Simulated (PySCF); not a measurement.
Compound: C2H6O3S.
SMILES with atom numbers: `[CH3:1][O:2][S:3]([CH3:4])(=[O:5])=[O:6]` (hydrogens: H7, H8, H9 on C1; H10, H11, H12 on C4)

Structure optimised with GFN2-xTB, isolated species.

(1) What internal coordinates does the optimisation give?

## Answers

(1) 
```
                  bond  length (Å)   order
                 C1–O2       1.415  single
                 O2–S3       1.621  single
                 S3–C4       1.793  single
          S3=O5, S3=O6       1.429  double
   C1–H7, C1–H8, C1–H9       1.091  single
C4–H10, C4–H11, C4–H12       1.081  single
```

Bonds in one row agree within 0.01 Å and their mean is given. Orders are formal, as drawn. A selection of angles:
```
     angle  degrees
  O2–C1–H7    109.7
  O2–C1–H8    107.1
  H7–C1–H8    110.5
  C1–O2–S3    112.3
  O2–S3–C4     97.4
  O2–S3–O5    109.0
  C4–S3–O5    110.9
  O5–S3–O6    117.6
 S3–C4–H10    108.4
H10–C4–H11    111.1
```

Torsions: C1–O2–S3–C4 180° (antiperiplanar).

S3 (sulfonyl sulfur) is distorted tetrahedral (angles from 97.4° to 117.6°). Of the pairs four or more bonds apart, O5···H7 is among the closest relative to their van der Waals radii: 2.63 Å, 97 % of the sum of Bondi's values. The O–S distances run from 1.429 Å (S3=O6, drawn double) to 1.621 Å (O2–S3, drawn single), a spread of 0.192 Å.

Point group: Cs (tolerance 0.08 Å). GFN2-xTB frequencies: not computed here. The numbers are those of one conformer.
